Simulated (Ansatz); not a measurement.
Reaction (homolysis of the H–Si bond): `[SiH3]O[SiH3]` → H• + `[SiH2]O[SiH3]`•

Isolated molecules relaxed with PBE0-D4/def2-TZVP in Ansatz; ΔE leaves out vibrations. CCSD(T)/CBS adds triple-zeta CCSD(T) − MP2 to the extrapolated MP2 energy (def2 sets, frozen cores). This one scheme is used for every species, atoms too. DFT in def2-TZVPP. Open shells (•) are unrestricted, without spin–orbit coupling.

Question: What is ΔE at CCSD(T)/CBS? (Estimate.)

Answer: Ansatz gave: +98.8 kcal/mol.

Question: What do these levels give: r2SCAN0-D4, CAM-B3LYP-D4, BHLYP, CCSD/def2-SVP, CCSD(T)/def2-SVP, MP2/def2-TZVPP? (Best estimate.)

Answer: The calculation gave: r2SCAN0-D4 93.7, CAM-B3LYP-D4 96.8, BHLYP 96.8, CCSD/def2-SVP 94.2, CCSD(T)/def2-SVP 94.1, MP2/def2-TZVPP 94.6 kcal/mol.

Largest T1 diagnostic among the species: 0.014.

From PBE to PBE0 (25 % exact exchange), in def2-TZVPP and without D4, ΔE moves by +1.5 kcal/mol. In def2-TZVPP, CCSD(T) changes the Hartree–Fock value by +18.8 kcal/mol (the triples alone add −0.0 kcal/mol) and MP2 by +16.3 kcal/mol; breaking electron pairs costs correlation energy, which Hartree–Fock lacks. At CCSD(T), def2-SVP lies −4.7 kcal/mol from the extrapolated value and def2-TZVPP −1.8 kcal/mol: correlation converges slowly with the basis, and small sets miss more of it in the bonded molecule than in its fragments.
